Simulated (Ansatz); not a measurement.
## Ansatz (development build ahead of 0.2.0) run

```yaml
crystal:
  periodic: [false, false, false]
  atoms:
    - { symbol: H, position_ang: [-0.02637, 0.14899, -0.96375] }
    - { symbol: C, position_ang: [0.01533, -0.53719, -0.03085] }
    - { symbol: F, position_ang: [-0.02272, 0.31128, 1.02771] }
basis:
  gaussian: { orbitals: def2-SVP }
hamiltonian:
  xc: hf
correlation:
  method: ccsd_t
  frozen_orbitals: { C: 1, F: 1, H: 0 }
```

The input is written out in the form of the current development build from the run's settings.

Output:

```yaml
Converged: yes
Reference_energy: -137.63856 hartree
Correlation_energy: -0.32603 hartree
Total_energy: -137.96458 hartree
Stability_test: minimum among restricted orbitals
```
